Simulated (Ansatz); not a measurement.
For ZrSe3 (P2₁/m, No. 11), PBEsol in Ansatz (PAW) gives:

```
Item                    Value
---------------  ------------
bulk modulus         17.9 GPa
cohesive energy  5.04 eV/atom
band gap              0.03 eV
```

What does r²SCAN in Ansatz (plane waves, PAW) give for the same quantities?


- bulk modulus: 21.4 GPa (grows by 20 %)
- cohesive energy: 4.55 eV/atom (falls by 0.49 eV/atom)
- band gap: 0.82 eV (increases by 0.79 eV)

For comparison: band gap 1.1 eV (measured, temperature not stated, no zero-point or thermal correction, indirect, absorption, single crystal; as tabulated in Patel et al., Bull. Mater. Sci. 28, 405 (2005)).

Changes are worked out from the printed values.

Unless a cell is named, each level is at its own relaxed cell (PBEsol 23.45, r²SCAN 25.03 Å³/atom).

Levels without +SOC have no spin–orbit coupling; where heavier elements are present it shifts gaps, mostly down, and can invert bands. Density-functional gaps are differences of (generalised) Kohn–Sham levels.

Caveats: the bulk modulus is −V dP/dV from two relaxed cells at ±2 % in volume (PBEsol, r²SCAN); the cell comes from a level without a dispersion term, which matters for the spacing of layers, chains or molecules (PBEsol, r²SCAN). Ansatz's density-functional and Hartree–Fock values are scalar-relativistic unless marked +SOC, with PAW data made under PBE.

Ansatz is a program for electronic structure.
